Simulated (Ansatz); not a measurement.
The first iterations of a band of BFH2 + H2S (7 atoms, charge 0, multiplicity 1).

Method: RKS B3LYP-D4/6-31G* (Ansatz).

- movable images: 9
- climbing image: yes
- spring: 5.0 eV/Å²
- optimiser: quadratic models (default)
- start path: through a guess of the saddle point
- force threshold: 0.03 eV/Å
- iteration limit: 60
- end points: relaxed

First end point:

```xyz
7
Properties=species:S:1:pos:R:3
B 0.003 0.244 -0.057
F -0.571 0.594 1.102
H 1.195 0.322 -0.137
H -0.706 0.101 -1.011
S 0.121 -2.410 0.367
H -1.158 -2.548 0.773
H 0.589 -2.333 1.630
```

Last end point:

```xyz
7
Properties=species:S:1:pos:R:3
B 0.113 -0.510 -0.346
F -0.104 0.116 1.986
H 1.158 0.050 -0.430
H -0.924 -0.011 -0.634
S 0.217 -2.283 0.015
H -1.097 -2.596 -0.022
H 0.109 -0.795 2.098
```

| iteration | highest image above the first end (eV) | largest band force component (eV/Å) |
| --- | --- | --- |
| 1 | 3.359 | 9.471 |
| 2 | 1.857 | 4.634 |
| 3 | 1.640 | 2.825 |
| 4 | 1.270 | 2.495 |

Q: Does the band converge within its limit, and where does its top end?

A: It converged. It ended after 14 iterations with the highest image 1.138 eV above the first end. A vibrational analysis at the climbing image gives one clearly imaginary mode, 922i cm⁻¹: a first-order saddle point. The orbitals stay closed-shell, which can raise the energy where a bond breaks towards radicals; this wasn't checked here.

Run time: 3.5 min on 1 thread of Arm Neoverse V1, with other jobs on the host, peak memory 0.11 GiB.
